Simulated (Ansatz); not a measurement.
Rock-salt ZrC was calculated with r²SCAN+rVV10 (Ansatz, an electronic-structure program, PAW).

Run with plane-wave cutoff 560 eV, 20×20×20 k mesh, Fermi–Dirac smearing 0.05 eV, scalar-relativistic PAW data made under PBE.

Cell (relaxed at this level):

```
CELL_PARAMETERS angstrom
      0.00000     2.35159     2.35159
      2.35159     0.00000     2.35159
      2.35159     2.35159     0.00000
ATOMIC_POSITIONS crystal
  Zr 0.00000 0.00000 0.00000
  C  0.50000 0.50000 0.50000
```

Problem. Give the computed bulk modulus and pressure derivative B′ of the bulk modulus.

Solution. 
* **bulk modulus**: 233 GPa
* **pressure derivative B′ of the bulk modulus**: 4.0

The run finds no gap.

Measured, for comparison: bulk modulus 223 GPa (temperature not stated, no zero-point or thermal correction, from single-crystal elastic constants, our sources range from 208 to 223; as tabulated in arXiv:1102.4063). Computed (rounded) less measured: bulk modulus +4 % (+4 % to +12 % over the range). A static lattice is as a rule a little smaller and stiffer than an uncorrected measurement, which narrows the difference in the bulk modulus and would widen misses of the other sign.

The computed numbers hold no vibrational or temperature effects.
